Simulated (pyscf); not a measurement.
Atom transfer: `[SiH3][Si]([SiH3])([SiH3])[Cl]` + `[SiH3]` [doublet] → `[SiH3][Cl]` + `[SiH3][Si]([SiH3])[SiH3]` [doublet]

Gas phase, doublet surface, charge 0. Bonds broken: Cl1–Si2. Bonds formed: Cl1–Si15. Structures and frequencies: ωB97X-D3(BJ)/def2-SVP in PySCF.

Transition state (Å):

```xyz
18

Cl     0.3668    -1.1286     0.5942
Si    -0.6858     0.9031     0.0885
Si    -0.7421     0.9106    -2.2307
Si    -2.7562     0.6996     1.1152
Si     0.7240     2.4828     1.0366
H     -1.3885     2.1504    -2.7577
H      0.6533     0.8343    -2.7524
H     -1.5142    -0.2750    -2.7035
H     -3.5937     1.9186     0.9029
H     -3.4685    -0.4810     0.5459
H     -2.5565     0.4998     2.5799
H      0.8214     2.2311     2.5037
H      2.0774     2.3600     0.4212
H      0.2165     3.8707     0.8165
Si     1.4775    -3.2709     1.1288
H      0.7543    -3.8906     2.2741
H      2.8927    -2.9776     1.4895
H      1.4058    -4.1406    -0.0785
```

One imaginary mode, 473i cm⁻¹; descent along it reached the two sides named.

```
bond      change  reactant side (Å)  saddle  product side
--------  ------  -----------------  ------  ------------
Cl1–Si2   breaks              2.101   2.343           3.3
Cl1–Si15   forms                3.6   2.472         2.080
```

Electronic energies relative to the separated reactants (kcal/mol):

| level | barrier | reaction energy | reverse barrier |
|---|---|---|---|
| ωB97X-D3(BJ)/def2-TZVP | 12.2 | -11.1 | 23.4 |
| PBE/def2-TZVP | 3.6 | -10.0 | 13.6 |
| r²SCAN/def2-TZVP | 6.5 | -10.2 | 16.7 |
| B3LYP-D3(BJ)/def2-TZVP | 7.2 | -9.0 | 16.2 |
| PBE0-D3(BJ)/def2-TZVP | 7.1 | -9.4 | 16.5 |
| M06-2X/def2-TZVP | 10.7 | -9.5 | 20.3 |
| ωB97M-D3(BJ)/def2-TZVP | 11.7 | -10.2 | 22.0 |
| HF/def2-TZVP | 29.0 | -10.3 | 39.3 |

With ωB97M-D3(BJ)/def2-TZVP energies and thermal terms (ideal gas, 1 atm, RRHO with modes under 100 cm⁻¹ raised to 100, one conformer, R ln 2 for chiral ones without a mode under 150 cm⁻¹), in kcal/mol:

```csv
T (K),ΔH‡,ΔG‡,ΔH,ΔG
298,12.4,22.4,-8.9,-9.2
600,12.9,32.2,-9.5,-9.2
900,13.5,41.8,-9.7,-9.0
1200,14.1,51.1,-9.8,-8.7
```

One saddle was located; it need not be the lowest between these sides. The angle at the transferred Cl is 180°.
